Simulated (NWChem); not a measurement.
System: silicon monoxide (SiO, singlet); SMILES O=[Si]

Computed with NWChem. Medium grid unless said otherwise, to which SCAN and Minnesota functionals are sensitive. Low-valent species are run as closed-shell singlets; no triplet was tried in these runs. Coordinates come from a PBE0/def2-SVP optimisation.

Problem. What does the run give for M06-2X/def2-TZVPD? Quantities: highest occupied level (eV); orbital gap (eV); dipole (D).

Solution. highest occupied level (eV): -10.11
orbital gap (eV): 8.90
dipole (D): 3.47
